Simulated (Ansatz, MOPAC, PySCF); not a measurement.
Molecule: C3H3 (charge 0, doublet). SMILES: C=C=[CH]
Geometry: optimised at B3LYP-D3(BJ)/def2-TZVP (Ansatz, an electronic-structure program).

Unscaled harmonic wavenumbers (cm⁻¹) in rising order, each level at the stationary point that it reaches from this structure (no distance between atoms moves by over 0.3 Å); the order of modes can differ between levels, and a negative number is imaginary. B3LYP-D3(BJ)/def2-TZVP (PySCF, at the structure above): 357, 408, 457, 632, 694, 1034, 1092, 1461, 2011, 3147, 3235, 3464.

PM3 (MOPAC): 379, 392, 708, 748, 801, 946, 1151, 1341, 2001, 3113, 3155, 3343. Zero-point energy 25.8 against 25.7 kcal/mol; where all levels lie over 400 cm⁻¹, the wavenumbers are on average 1.070 times those of B3LYP-D3(BJ)/def2-TZVP.

B3LYP/6-31G* (Ansatz): 362, 368, 438, 587, 673, 1047, 1102, 1486, 2027, 3167, 3253, 3487. Zero-point energy 25.7 against 25.7 kcal/mol; where all levels lie over 400 cm⁻¹, the wavenumbers are on average 0.992 times those of B3LYP-D3(BJ)/def2-TZVP.
